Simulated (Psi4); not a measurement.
# B3LYP/def2-SVPD run of SiH4S2 (SMILES S[SiH2]S)

What is the vertical ionisation energy of SiH4S2 at B3LYP/def2-SVPD? 

Program for the calculation: Psi4 1.11.

3 further runs of the same task are left out: 1 that didn't finish, 2 set aside as unsound or not needed.

## 1. The molecule

The species is SiH4S2 (7 atoms), meant as a singlet with charge 0. SMILES: `S[SiH2]S`. The shape is that of a PBE0-D4/def2-TZVP optimisation. This is one conformer, not always the lowest.

Bond lengths: S1–Si2 2.137 Å, Si2–S3 2.126 Å, S1–H4 1.345 Å, Si2–H5 1.484 Å, Si2–H6 1.482 Å, S3–H7 1.344 Å. Angles: S1–Si2–S3 108.8°, S1–Si2–H5 108.3°, S1–Si2–H6 113.2°, S3–Si2–H5 113.0°, S3–Si2–H6 104.0°, Si2–S1–H4 93.8°, Si2–S3–H7 94.4°, H5–Si2–H6 109.7°.

## 2. The energy at B3LYP/def2-SVPD

calc.inp reads:

```
memory 1600 MB

molecule system {
  0 1
  S     -1.440900    -0.940100    -0.544900
  Si     0.000300     0.422900     0.249000
  S      1.560800    -0.688700     1.171400
  H     -1.898600    -0.065600    -1.458200
  H      0.481300     1.287400    -0.857000
  H     -0.535500     1.264600     1.345400
  H      1.893800    -1.348500     0.048400
  symmetry c1
}

set basis def2-SVPD
set reference rks
set puream true
set e_convergence 1e-09
set d_convergence 1e-08
set scf_type pk
set dft_radial_points 99
set dft_spherical_points 590

energy_value, wavefunction = energy('b3lyp', return_wfn=True)
```

Run with:

```bash
psi4 -i calc.inp -o calc.out -n 1
```

calc.out:

```text
[...]
  Running in c1 symmetry.
[...]
  Nuclear repulsion =  195.375236159389686
[...]
  Multiplicity = 1
[...]
  Nalpha       = 25
  Nbeta        = 25
[...]
    Number of basis functions: 110
[...]
   @RKS iter   1: -1087.96842426612488   -9.97103e-02   3.49543e-03 ADIIS/DIIS
[...]
   @RKS iter  11: -1088.05810608690285   -5.22959e-12   2.61026e-09 DIIS
[...]
    Orbital Energies [Eh]
    ---------------------
    Doubly Occupied:
       1A    -88.862053     2A    -88.860484     3A    -66.167214
       4A     -7.954841     5A     -7.953159     6A     -5.923181
       7A     -5.921607     8A     -5.920249     9A     -5.918555
      10A     -5.915252    11A     -5.913495    12A     -5.330681
      13A     -3.694097    14A     -3.692523    15A     -3.690897
      16A     -0.762286    17A     -0.735551    18A     -0.535638
      19A     -0.433642    20A     -0.429124    21A     -0.372432
      22A     -0.345355    23A     -0.344572    24A     -0.280630
      25A     -0.269460
[...]
  @RKS Final Energy: -1088.05810608690285
   => Energetics <=
    Nuclear Repulsion Energy =            195.3752361593896865
    One-Electron Energy =               -1892.1025384588524503
    Two-Electron Energy =                 668.1303125142305817
    DFT Exchange-Correlation Energy =     -59.4611163016706072
    Empirical Dispersion Energy =           0.0000000000000000
    VV10 Nonlocal Energy =                  0.0000000000000000
    Total Energy =                      -1088.0581060869028533
[...]
 Multipole Moments:
 ------------------------------------------------------------------------------------
     Multipole            Electronic (a.u.)      Nuclear  (a.u.)        Total (a.u.)
 ------------------------------------------------------------------------------------
 L = 1.  Multiply by 2.5417464519 to convert [e a0] to [Debye]
 Dipole X            :          0.1844967           -0.2028978           -0.0184012
 Dipole Y            :         -2.2553946            2.5913415            0.3359469
 Dipole Z            :          1.4300643           -1.8808440           -0.4507797
 Magnitude           :                                                    0.5624956
[...]
```

Run time: 21 s. Hardware: 1 thread of Intel Xeon Platinum 8488C (Sapphire Rapids), shared host; peak memory 0.54 GiB.

## 3. The doublet cation, same level

input.inp reads:

```
memory 1600 mb

molecule {
  1 2
  S     -1.440900    -0.940100    -0.544900
  Si     0.000300     0.422900     0.249000
  S      1.560800    -0.688700     1.171400
  H     -1.898600    -0.065600    -1.458200
  H      0.481300     1.287400    -0.857000
  H     -0.535500     1.264600     1.345400
  H      1.893800    -1.348500     0.048400
  symmetry c1
  no_reorient
  no_com
}

set basis def2-SVPD
set reference uks
set puream true
set e_convergence 1e-09
set d_convergence 1e-08
set scf_type pk
set dft_radial_points 99
set dft_spherical_points 590
set maxiter 200

result, w = energy("b3lyp", return_wfn=True)
print_variables()
```

Run with:

```bash
psi4 input.inp input.out -n 1
```

input.out:

```text
[...]
  Running in c1 symmetry.
[...]
  Nuclear repulsion =  195.375236159389686
[...]
  Multiplicity = 2
[...]
  Nalpha       = 25
  Nbeta        = 24
[...]
    Number of basis functions: 110
[...]
   @UKS iter   1: -1087.67750932740546    1.91204e-01   2.14922e-03 ADIIS/DIIS
[...]
   @UKS iter  15: -1087.70862440679048   -6.59384e-12   2.62491e-09 DIIS
[...]
   @S^2 Observed:                7.557857680E-01
[...]
    Orbital Energies [Eh]
    ---------------------
    Alpha Occupied:
       1A    -89.114017     2A    -89.106649     3A    -66.373752
       4A     -8.204782     5A     -8.197524     6A     -6.173163
       7A     -6.170278     8A     -6.167195     9A     -6.164690
      10A     -6.163470    11A     -6.160444    12A     -5.539467
      13A     -3.903002    14A     -3.901225    15A     -3.898984
      16A     -0.998632    17A     -0.972986    18A     -0.749150
      19A     -0.657475    20A     -0.646344    21A     -0.582335
      22A     -0.569981    23A     -0.563965    24A     -0.519353
      25A     -0.510409
    Alpha Virtual:
[...]
  @UKS Final Energy: -1087.70862440679048
   => Energetics <=
    Nuclear Repulsion Energy =            195.3752361593896865
    One-Electron Energy =               -1880.6870042828916212
    Two-Electron Energy =                 656.8152677215840640
    DFT Exchange-Correlation Energy =     -59.2121240048727131
    Empirical Dispersion Energy =           0.0000000000000000
    VV10 Nonlocal Energy =                  0.0000000000000000
    Total Energy =                      -1087.7086244067904772
[...]
 Multipole Moments:
 ------------------------------------------------------------------------------------
     Multipole            Electronic (a.u.)      Nuclear  (a.u.)        Total (a.u.)
 ------------------------------------------------------------------------------------
 L = 1.  Multiply by 2.5417464519 to convert [e a0] to [Debye]
 Dipole X            :         -3.5596063            3.5216936           -0.0379127
 Dipole Y            :         35.4928139          -35.9091428           -0.4163289
 Dipole Z            :        -23.8967469           23.7890063           -0.1077406
 Magnitude           :                                                    0.4317119
[...]
```

Run time: 41 s. Hardware: 1 thread of Intel Xeon Platinum 8488C (Sapphire Rapids), shared host; peak memory 0.54 GiB.

## 4. What came out

Level: B3LYP/def2-SVPD.

| quantity | value |
| --- | --- |
| singlet SiH4S2: total energy | -1088.05811 Eh |
| singlet SiH4S2: dipole moment | 1.43 D |
| singlet SiH4S2: HOMO energy | -7.33 eV |
| singlet SiH4S2: LUMO energy | -0.48 eV |
| singlet SiH4S2: HOMO–LUMO gap | 6.86 eV |
| doublet cation: total energy | -1087.70862 Eh |
| doublet cation: HOMO energy (highest over α and β) | -12.99 eV |
| doublet cation: LUMO energy (lowest over α and β) | -11.70 eV |
| doublet cation: ⟨S²⟩ | 0.756 |
| vertical ionisation energy (to the doublet cation) | 9.510 eV |

In words: The vertical ionisation energy comes to 9.51 eV (219 kcal/mol). −ε(HOMO) before ionisation, 7.33 eV, is 2.18 eV below this ionisation energy.
